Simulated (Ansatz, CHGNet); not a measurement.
## How well does each level of theory give the zone-centre TO phonon frequency of zinc-blende GaAs?

Reference value: 271 cm⁻¹ (measured, temperature not stated, no zero-point or thermal correction, sources range from 268 to 271; as tabulated in Han and Bester (2011), arXiv:1107.0196).

Task: Put these levels in order of the zone-centre TO phonon frequency that they give for zinc-blende GaAs, smallest first: CHGNet-r²SCAN (CHGNet), PBE (Ansatz, a quantum-chemistry and plane-wave program), PBE-D3(BJ) (Ansatz).

Result: CHGNet-r²SCAN (75 cm⁻¹), PBE (252 cm⁻¹), PBE-D3(BJ) (263 cm⁻¹)

Unless a cell is named, each level is at its own relaxed cell (CHGNet-r²SCAN 22.75, PBE 23.70, PBE-D3(BJ) 22.85 Å³/atom).

Differences against the reference: CHGNet-r²SCAN -72 %, PBE -7.0 %, PBE-D3(BJ) -3.0 %.

The measured value isn't corrected to a static lattice, so vibrations enter the comparison.  PBE-D3(BJ): the dispersion coefficients are held fixed in the derivatives. Each level is taken at its own relaxed cell. K meshes differ between the levels. Ansatz's density-functional and Hartree–Fock values are scalar-relativistic unless marked +SOC, with PAW data made under PBE.

Machine-learned potentials (CHGNet-r²SCAN) are trained on DFT data, which may include these solids.

Differences are worked out from the printed values.
